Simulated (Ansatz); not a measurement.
Write a Python script for the Ansatz DFT code, driven from Python that makes a geometry optimisation of H3OPS, SMILES OPS. Settings: Hartree-Fock, 6-31G* basis, multiplicity 1.

```xyz
6

O    -1.4000    0.3434   -0.5246
P    -0.0420    0.8420    0.1079
S     0.5847   -1.0798    0.6149
H    -1.6822   -0.4242   -0.1009
H     0.7038    1.0044   -1.1065
H     1.8777   -0.7499    0.9630
```

`h3ops.py`
```python
'''Minimum-energy structure of H3OPS.'''

import itertools

import ansatz as az
from ase.data import atomic_numbers, covalent_radii
import numpy as np

GEOMETRY = '''
O    -1.40000    0.34340   -0.52460
P    -0.04200    0.84200    0.10790
S     0.58470   -1.07980    0.61490
H    -1.68220   -0.42420   -0.10090
H     0.70380    1.00440   -1.10650
H     1.87770   -0.74990    0.96300
'''

mol = az.Crystal.molecule()
for line in GEOMETRY.strip().splitlines():
    symbol, *xyz = line.split()
    mol = mol.atom(symbol, [float(v) for v in xyz])

setup = mol.calculation().basis(gaussian='6-31G*').functional('HF')
symbols = [site.symbol for site in mol.cartesian_sites]
start = np.array([site.position_ang for site in mol.cartesian_sites], dtype=float)
def progress(event):
    if event['event'] == 'relax_step':
        row = event['data']
        print(f'step {row["step"]:3d}  E = {row["lagrangian_ev"]:.6f} eV  largest force component {row["allowed_force_max_ev_ang"]:.4f} eV/A')


r = setup.relax(force_tolerance=0.005).session().plan().execute(on_event=progress).report
end = np.array(r['positions_ang'])

print(f'E = {r["free_energy_ev"]:.6f} eV = {r["free_energy_ev"] / 27.211386246:.7f} Ha')
print('converged:', r['converged'], ' doubts:', r['published_state_doubts'] or 'none')

# pairs closer than 1.2 times the sum of covalent radii, before or after
radius = [covalent_radii[atomic_numbers[s]] for s in symbols]
span = lambda where, i, j: np.linalg.norm(where[i] - where[j])
bonded = [(i, j) for i, j in itertools.combinations(range(len(symbols)), 2) if min(span(start, i, j), span(end, i, j)) < 1.2 * (radius[i] + radius[j])]
print('pair        before    after (A)')
for i, j in bonded:
    print(f'{symbols[i]}{i}-{symbols[j]}{j}'.ljust(10), f'{span(start, i, j):8.4f} {span(end, i, j):8.4f}')
```

Running `python h3ops.py` prints:
```text
step   1  E = -22172.446519 eV  largest force component 2.3101 eV/A
step   2  E = -22172.692726 eV  largest force component 1.5063 eV/A
step   3  E = -22172.801857 eV  largest force component 0.7020 eV/A
step   4  E = -22172.864481 eV  largest force component 0.8453 eV/A
step   5  E = -22172.997359 eV  largest force component 0.2757 eV/A
step   6  E = -22173.064978 eV  largest force component 0.3429 eV/A
step   7  E = -22173.091408 eV  largest force component 0.4779 eV/A
step   8  E = -22173.116289 eV  largest force component 0.2348 eV/A
step   9  E = -22173.120871 eV  largest force component 0.0427 eV/A
step  10  E = -22173.121336 eV  largest force component 0.0446 eV/A
step  11  E = -22173.121621 eV  largest force component 0.0197 eV/A
step  12  E = -22173.121638 eV  largest force component 0.0043 eV/A
E = -22173.121638 eV = -814.8471907 Ha
converged: True  doubts: none
pair        before    after (A)
O0-P1        1.5789   1.6412
O0-H3        0.9211   0.9483
P1-S2        2.0840   2.1188
P1-H4        1.4343   1.3926
S2-H5        1.3791   1.3269
```

Reading the output:
- Total energies depend on the basis set; only differences at equal settings carry meaning.
- The end point is the stationary point reached from this start; no frequency run checks that it is a minimum, and the basis set is modest.
- The whole script took 14 s on 1 thread of Arm Neoverse V1, with other jobs on the host, peak memory 0.19 GiB.
